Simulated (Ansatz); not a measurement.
Input and output for C2H5NS, SMILES `CC(N)=S`.

```yaml
crystal:
  periodic: [false, false, false]
  atoms:
    - {symbol: C, position_ang: [-0.743082, 0.861200, -0.259928]}
    - {symbol: C, position_ang: [0.023711, -0.481820, -0.385489]}
    - {symbol: N, position_ang: [0.794773, -0.786390, 0.675151]}
    - {symbol: S, position_ang: [-0.016064, -1.449021, -1.654520]}
    - {symbol: H, position_ang: [-1.180773, 0.995328, -1.107314]}
    - {symbol: H, position_ang: [-1.537549, 0.788072, 0.416830]}
    - {symbol: H, position_ang: [0.151094, 1.725235, -0.013189]}
    - {symbol: H, position_ang: [1.322331, -1.675179, 0.771975]}
    - {symbol: H, position_ang: [0.802476, -0.113280, 1.577807]}
basis:
  gaussian: {orbitals: cc-pVDZ, fitting: {mean_field: def2-universal-jkfit}}
hamiltonian: {xc: {name: wPBEh}}
scf: {lower_state_search: off}
```

```sh
$ ansatz run in.yaml --threads 2 --pin off --events-out ev --progress --plain --max-ram 4352MiB
```

Shortened log:

```
Functional definition: wPBEh
445 factors; integrals over basis functions are off by at most 3.2e-1 eV
445 factors; integrals over basis functions are off by at most 1.8e-7 eV
mean field evaluation 1: about -14466.6105 eV, gradient 5.1e1 eV
mean field evaluation 2: about -14460.6565 eV, gradient 6.9e1 eV
mean field evaluation 4: about -14472.7237 eV, gradient 2.8e0 eV
mean field evaluation 8: about -14472.7468 eV, gradient 8.6e-2 eV
mean field evaluation 16: about -14472.7468 eV, gradient 1.4e-6 eV
mean field -14472.74682652 eV, -531.8636358944 hartree, gradient 1.5e-6 eV, S^2 0.000000; 0 other end points of the search recorded, 0 dependent functions left out
reference -14472.74685773 eV, -531.8636370416 hartree; 20, 20 occupied and 65, 65 virtual orbitals, 445 factors
Total energy: -14472.74685773 eV, -531.8636370416 hartree
Checks for a lower state left out: stability, starts, cluster_reference, orbital_swaps, neighbouring_geometries, increment
```

It took 0.7 s on 2 threads of an Arm Neoverse V2 on a shared host, with 0.41 GiB of host memory at the peak.
